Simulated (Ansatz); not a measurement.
A nudged elastic band was laid between two geometries of C$_{2}$H$_{3}$F$_{2}$N (8 atoms, charge 0, multiplicity 1).

These are results of RKS PBE/def2-SVP in Ansatz 0.2.0, not measurements.

```yaml
movable_images: 7
climbing_image: yes
spring: 5.0 eV/Å²
optimiser: quadratic models (default)
start_path: through a guess of the saddle point
force_threshold: 0.05 eV/Å
iteration_limit: 55
end_points: relaxed
```

Image 0:

```xyz
8
Properties=species:S:1:pos:R:3
N -0.480 0.745 0.970
C -0.130 -0.417 0.265
C 0.296 -0.449 -1.012
F 0.492 -1.559 -1.722
F 0.528 0.649 -1.745
H -0.128 0.751 1.932
H -0.186 1.603 0.492
H -0.300 -1.381 0.764
```

Image 8:

```xyz
8
Properties=species:S:1:pos:R:3
N -0.076 0.694 1.117
C -0.146 -0.414 0.258
C 0.339 -0.455 -0.996
F 0.398 -1.547 -1.756
F 0.875 0.605 -1.618
H 0.199 1.554 0.633
H -0.946 0.856 1.633
H -0.550 -1.349 0.673
```

(1) What changes between the two ends?

(2) What energy profile does the band end with?

(3) What is the geometry of the highest image?

(4) What are the harmonic wavenumbers there?

## Answers

(1) No bond is made or broken. The dihedral H6–N1–C2–C3 goes from -138 to 13°. The two ends are copies of one structure, up to a mirror image or an exchange of like atoms.

(2) It converged. The highest image is number 4 of 0 to 8, 0.184 eV above the ends, which have the same energy within 2 meV. A vibrational analysis at the climbing image gives one clearly imaginary mode, 315i cm⁻¹: a first-order saddle point.

```
image  path coordinate (Å)  energy (eV)  dihedral H6–N1–C2–C3 (°)
    0                 0.00        0.000                      -138
    1                 0.35        0.023                      -119
    2                 0.71        0.085                       -99
    3                 1.06        0.153                       -79
    4                 1.42        0.184                       -60
    5                 1.77        0.155                       -40
    6                 2.13        0.087                       -22
    7                 2.49        0.024                        -4
    8                 2.84        0.000                        13
```

(3) 
```xyz
8
Properties=species:S:1:pos:R:3
N -0.363 0.666 1.138
C -0.226 -0.474 0.290
C 0.336 -0.443 -0.931
F 0.472 -1.492 -1.733
F 0.834 0.652 -1.499
H 0.551 1.080 1.358
H -0.912 1.406 0.681
H -0.599 -1.453 0.639
```

(4) 315i, 226, 260, 489, 602, 605, 743, 767, 922, 1159, 1175, 1232, 1332, 1563, 1743, 3091, 3412, 3483 cm⁻¹.

Run time: 3.7 min on 1 thread of Intel(R) Xeon(R) Processor @ 2.50GHz (Skylake/Cascade Lake), on a shared host, peak memory 0.12 GiB.
